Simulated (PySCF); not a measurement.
## Relative stability

The two ends of one reaction step of CH₈BN, closed shell (PBE0-D4/def2-TZVP).

A:

```
11
angstrom
B -0.3558 0.3499 -0.4951
N 1.2407 0.4794 -0.1038
H -0.3411 0.0323 -1.6704
H -0.7859 1.4780 -0.3355
H 1.3522 0.7667 0.8640
C -0.9943 -0.7508 0.4844
H 1.7020 1.1640 -0.6934
H 1.7136 -0.4117 -0.2217
H -2.0586 -0.8748 0.2637
H -0.9349 -0.4799 1.5472
H -0.5442 -1.7471 0.3780
```

B:

```xyz
11
angstrom
B 0.0064 0.4765 -1.5164
N 1.3786 0.6665 -1.5247
H -0.4339 -0.5886 -1.8392
H -0.7033 1.3826 -1.1886
H 0.1483 -0.4162 1.4069
C -0.8208 -0.6840 1.8275
H 1.8162 1.5358 -1.2704
H 2.0326 -0.0494 -1.7924
H -1.5917 -0.5533 1.0685
H -1.0376 -0.0412 2.6805
H -0.8016 -1.7244 2.1515
```

Computed with PySCF 2.14 with density fitting (its default auxiliary sets; JK sets also for MP2 and CCSD(T)) (basis: def2-TZVPP); correlated methods freeze the cores. B3LYP uses VWN-RPA correlation.

Q: Which structure is lower at CCSD(T), and by how much? (Judge from chemistry; the value comes from the calculation.)

A: By the calculation: B, by 40.1 kJ/mol (electronic energy, against the other). By their contacts, A is CH₈BN ([CH3][BH2][NH3]) and B is a complex of BNH₄ ([BH2][NH2]) + CH₄.

All methods give the same order:

```json
{"method": "SPW92", "E(B) − E(A) (kJ/mol)": "-2.2"}
{"method": "PBE-D4", "E(B) − E(A) (kJ/mol)": "-32.5"}
{"method": "r2SCAN-D4", "E(B) − E(A) (kJ/mol)": "-37.0"}
{"method": "PBE0-D4", "E(B) − E(A) (kJ/mol)": "-30.0"}
{"method": "B3LYP-D4", "E(B) − E(A) (kJ/mol)": "-51.9"}
{"method": "BHLYP-D4", "E(B) − E(A) (kJ/mol)": "-51.4"}
{"method": "wB97M-V", "E(B) − E(A) (kJ/mol)": "-41.0"}
{"method": "HF", "E(B) − E(A) (kJ/mol)": "-79.2"}
{"method": "MP2", "E(B) − E(A) (kJ/mol)": "-36.7"}
{"method": "CCSD", "E(B) − E(A) (kJ/mol)": "-43.8"}
{"method": "CCSD(T)", "E(B) − E(A) (kJ/mol)": "-40.1"}
```

No T1 diagnostic of these runs exceeds 0.011.

Labels in which every atom is bracketed show which atoms are joined, not bond orders.

For scale, one of the runs: CCSD(T)/def2-TZVPP, 205 basis functions, launched by `OMP_NUM_THREADS=4 python run.py`. Hardware: 4 CPU threads of an INTEL XEON PLATINUM 8581C, shared host. Wall time 3 min; peak host memory 2.5 GiB.
